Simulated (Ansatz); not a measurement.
How methods differ on CH4FSi (SMILES [CH2][SiH2]F)

The species is CH4FSi (7 atoms), meant as a doublet with charge 0. As SMILES, `[CH2][SiH2]F`. The shape was relaxed beforehand at B3LYP/def2-SVP. This is one conformer, not always the lowest.

```xyz
7

C    -0.8777    0.2853   -0.6195
Si    0.5946   -0.1558    0.3964
F     0.6590   -1.7773    0.5579
H    -1.5466   -0.4694   -1.0488
H    -1.1475    1.3243   -0.8435
H     0.5159    0.4377    1.7626
H     1.8637    0.2873   -0.2507
```

Each level gives the dissociation energy of the F3–Si2 bond into doublet F and singlet CH4Si (shapes relaxed at B3LYP/def2-SVP, no zero-point term) (eV). The values are calculated.

```json
{"level": "UHF/def2-TZVP", "kind": "Hartree–Fock", "program": "Ansatz", "value (eV)": "4.62", "less CCSD(T)/def2-TZVP": "-0.33", "CPU time (all runs)": "2 s"}
{"level": "USVWN5/def2-TZVP", "kind": "LDA", "program": "Ansatz", "value (eV)": "5.65", "less CCSD(T)/def2-TZVP": "+0.70", "CPU time (all runs)": "2.5 s"}
{"level": "UBLYP/def2-TZVP", "kind": "GGA", "program": "Ansatz", "value (eV)": "4.98", "less CCSD(T)/def2-TZVP": "+0.03", "CPU time (all runs)": "4.7 s"}
{"level": "U-r2SCAN/def2-TZVP", "kind": "meta-GGA", "program": "Ansatz", "value (eV)": "5.25", "less CCSD(T)/def2-TZVP": "+0.30", "CPU time (all runs)": "10 s"}
{"level": "UPBE0-D4/def2-TZVP", "kind": "global hybrid", "program": "Ansatz", "value (eV)": "5.08", "less CCSD(T)/def2-TZVP": "+0.13", "CPU time (all runs)": "5.5 s"}
{"level": "UCAM-B3LYP/def2-TZVP", "kind": "range-separated hybrid", "program": "Ansatz", "value (eV)": "5.24", "less CCSD(T)/def2-TZVP": "+0.29", "CPU time (all runs)": "6.1 s"}
{"level": "UB2PLYP/def2-TZVP", "kind": "double hybrid", "program": "Ansatz", "value (eV)": "5.07", "less CCSD(T)/def2-TZVP": "+0.12", "CPU time (all runs)": "8.3 s"}
{"level": "UCCSD(T)/def2-TZVP", "kind": "coupled cluster or CI", "program": "Ansatz", "value (eV)": "4.95", "less CCSD(T)/def2-TZVP": "0.00", "CPU time (all runs)": "56 s"}
```

UCCSD(T)/def2-TZVP is the highest level here, not the true value. The values span 4.62 to 5.65 eV. Hartree–Fock misses the correlation of the electron pair that is broken and comes out low. A fragment with an even electron count was run as a singlet and may have a lower triplet. Measured bond enthalpies also hold zero-point and thermal terms, a few tenths of an eV less. Times are those of the runs behind each value, whatever else they computed, on shared processors of several kinds: orders of magnitude only.
